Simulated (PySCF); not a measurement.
**NaC (quartet) with other numerical set-ups**

Which parts of the numerical set-up matter for NaC (quartet)? Each run edits the base script.

Computed with PySCF 2.14.0. Level: each script names its method and basis.

7 further runs of the same task are left out: 7 that didn't finish.

### Step 1. The starting structure

NaC (quartet): 2 atoms, charge 0, spin multiplicity 4.

Bond lengths: Na1–C2 2.057 Å.

### Step 2. The run that the others are compared with

input.py

```python
from pyscf import gto, scf, cc

mol = gto.M(
    atom='Na 0 0 0; C 0 0 2.057',
    basis='6-311++g**',
    charge=0,
    spin=3,
    symmetry=True,
    verbose=4,
)
mf = scf.ROHF(mol)
mf.kernel()
mycc = cc.CCSD(mf, frozen=2)
mycc.kernel()
e = mycc.eeccsd(nroots=3)[0]
print('roots (eV) =', (e*27.211386).round(3))
mf.dip_moment()
print('orbital energies (hartree):', mf.mo_energy[..., max(0, mol.nelec[1]-3):mol.nelec[0]+3].round(4))
```

On the command line:

```
OMP_NUM_THREADS=1 python input.py
```

The log of this run is left out.

In short: E(SCF) = -199.576478 Eh, E(CCSD) − E(SCF) = -0.21240 Eh, μ = 7.95 D, excitation roots 0.000, 1.673, 1.699 eV.

The bond length is a typed value, not an optimised one. The quartet is typed in the script; nothing here shows that it is the ground state.

### Step 3. Sbkjc (core potential on)

Run 1 changes basis set: 6-311++g** → sbkjc; core potential: off → on; frozen orbitals: 2 → none. The core potential changes with it: totals don't compare.

input.py

```python
from pyscf import gto, scf, cc

mol = gto.M(
    atom='Na 0 0 0; C 0 0 2.057',
    basis='sbkjc',
    ecp={'Na': 'sbkjc', 'C': 'sbkjc'},
    charge=0,
    spin=3,
    symmetry=True,
    verbose=4,
)
mf = scf.ROHF(mol)
mf.kernel()
mycc = cc.CCSD(mf)
mycc.kernel()
e = mycc.eeccsd(nroots=3)[0]
print('roots (eV) =', (e*27.211386).round(3))
mf.dip_moment()
print('orbital energies (hartree):', mf.mo_energy[..., max(0, mol.nelec[1]-3):mol.nelec[0]+3].round(4))
```

On the command line:

```
OMP_NUM_THREADS=1 python input.py
```

### Step 4. Aug-cc-pvdz

Run 2 changes basis set: 6-311++g** → aug-cc-pvdz.

Changes to input.py since step 2:

```diff
@@ -4,3 +4,3 @@
     atom='Na 0 0 0; C 0 0 2.057',
-    basis='6-311++g**',
+    basis='aug-cc-pvdz',
     charge=0,
```

### Step 5. Jorge-dzp-dkh (X2C on)

Run 3 changes basis set: 6-311++g** → jorge-dzp-dkh; spin-free X2C: off → on.

Changes to input.py since step 2:

```diff
@@ -4,3 +4,3 @@
     atom='Na 0 0 0; C 0 0 2.057',
-    basis='6-311++g**',
+    basis='jorge-dzp-dkh',
     charge=0,
@@ -11,2 +11,3 @@
 mf = scf.ROHF(mol)
+mf = mf.sfx2c1e()
 mf.kernel()
```

Q: Predict the outcome of this session. Wanted: for each run, E(SCF); from base; SCF dipole; after the SCF.

**Answer**, as computed:

```
                      run  E(SCF) (hartree)  from base (eV)  cycles  SCF dipole (D)  functions                                                after the SCF
                     base       -199.576478               0      27            7.95         52  CCSD correlation -5.780 eV, core frozen, first root 1.67 eV
sbkjc (core potential on)         -5.515032  not comparable      33            7.84         16               CCSD correlation -1.125 eV, first root 1.71 eV
              aug-cc-pvdz       -199.580242         -0.1024      25            7.88         50  CCSD correlation -2.726 eV, core frozen, first root 1.63 eV
   jorge-dzp-dkh (X2C on)       -199.800558  not comparable      15            7.89         39  CCSD correlation -3.402 eV, core frozen, first root 1.68 eV
```

What this shows: aug-cc-pvdz (50 functions) gives an energy 0.10 eV lower than 6-311++g** (52); size alone doesn't order basis sets of different families.
